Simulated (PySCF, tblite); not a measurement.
Calculations on `[H]/N=C\C[CH]CC` [radical], in the order of a workflow; each names the level of the geometry that it ran on. Settings lines and outputs come from a driver script.

C5H10N (doublet state).
Numbering: `[H]/[N:6]=[CH:5]\[CH2:4][CH:3][CH2:2][CH3:1]` (hydrogens: H7, H8, H9 on C1; H10, H11 on C2; H12 on C3; H13, H14 on C4; H15 on C5; H16 on N6)

Step 1: GFN2-xTB geometry optimisation, gas phase (tblite 0.8.0) (from a force-field or distance-geometry start)
```json
{"job": {"kind": "relax", "xc": "GFN2-xTB", "basis": "xTB"}, "charge": 0, "multiplicity": 2}
```
```
step      E/eV     max force
  0    -506.48282    2.028
  1    -506.52478    1.827
  2    -506.55090    0.315
...
 56    -506.61418    0.014
 57    -506.61420    0.016
 58    -506.61423    0.013
 59    -506.61425    0.010
 60    -506.61426    0.009
```

Energy lowered by 3.0 kcal/mol over 60 steps; largest atomic force 0.009 eV/Å at the end. «max force» is the largest atomic force in eV/Å.

Step 2: GFN2-xTB harmonic vibrations, gas phase (tblite 0.8.0) (on the GFN2-xTB geometry)
```json
{"job": {"kind": "ir", "xc": "GFN2-xTB", "basis": "xTB"}, "charge": 0, "multiplicity": 2}
```
```
(table of modes left out)
```

42 modes from 6 to 3325 cm⁻¹ (unscaled, harmonic); zero-point energy 86.0 kcal/mol; all wavenumbers are real at this level.

Step 3: UKS B3LYP, pcH-1 on C H N, non-relativistic, mean-field spin-orbit, GIAO (PySCF 2.14.0) (on the GFN2-xTB geometry)
```json
{"job": {"kind": "epr", "basis": "pcH-1"}, "charge": 0, "multiplicity": 2}
```
```
...
E = -251.24831241 Eh   <S^2> = 0.7562 (exact 0.7500)
g shifts (ppm)      1          2          3
  rmc          -153       -153       -153
  gc              7         25         29
  oz_so         134        559       1321
  total         -12        431       1197
hyperfine (MHz)  atom isotope    a_iso     a_fc   dipolar eigenvalues
    0   13C      32.55      32.55     -2.36     -2.12      4.47
    1   13C     -28.86     -28.86     -1.81     -0.29      2.10
    2   13C      96.01      96.01    -76.67    -75.48    152.15
    3   13C     -26.67     -26.67     -3.02      0.62      2.39
    4   13C      71.07      71.07    -11.76     -2.82     14.58
    5   14N       3.82       3.82     -5.80     -4.76     10.56
    6    1H      -1.67      -1.67     -3.05     -2.72      5.76
    7    1H      -2.45      -2.45     -4.32     -2.28      6.61
    8    1H       3.34       3.34     -2.12     -1.58      3.69
    9    1H     126.46     126.46     -4.77     -2.94      7.71
   10    1H      19.20      19.20     -4.82     -3.58      8.41
   11    1H     -57.55     -57.55    -36.28     -0.14     36.42
   12    1H      20.17      20.17     -4.70     -3.22      7.91
   13    1H      48.54      48.54     -4.63     -4.14      8.77
   14    1H      -0.83      -0.83     -3.20     -2.92      6.12
...
```

⟨S²⟩ 0.756; g_iso 2.0029. rmc, gc and oz_so are the mass-correction, gauge-correction and orbital-Zeeman/spin–orbit parts of the g shift along its three principal axes; a_iso is the isotropic hyperfine coupling and a_fc its Fermi-contact part. The log counts atoms from 0, this text from 1.

Q: Which step took the most CPU time, and about what did each take on one thread of an Arm Neoverse V2 (shared host)?

A: Step 3, about 99 % of the total. CPU time by step: 1: 0.22 s, 2: 0.29 s, 3: 41 s.

Geometry of the electronic-property runs (GFN2-xTB):
```
atom  x, y, z in Å
C1     2.3204   -0.5419    0.2829
C2     0.8831   -0.0888    0.5447
C3     0.0614   -0.1194   -0.6873
C4    -1.0780    0.7909   -0.8943
C5    -2.1601   -0.0218   -0.2094
N6    -2.5617    0.0771    0.9778
H7     2.3313   -1.5460   -0.1341
H8     2.8051    0.1284   -0.4228
H9     2.8929   -0.5442    1.2072
H10    0.4493   -0.7559    1.3066
H11    0.8846    0.9195    0.9686
H12    0.1469   -0.9831   -1.3264
H13   -0.9388    1.7516   -0.3958
H14   -1.3163    0.9374   -1.9480
H15   -2.5689   -0.8370   -0.7964
H16   -2.1588    0.8424    1.5154
```

 (This holds for the electronic-property runs.)

One conformer stands for the species.
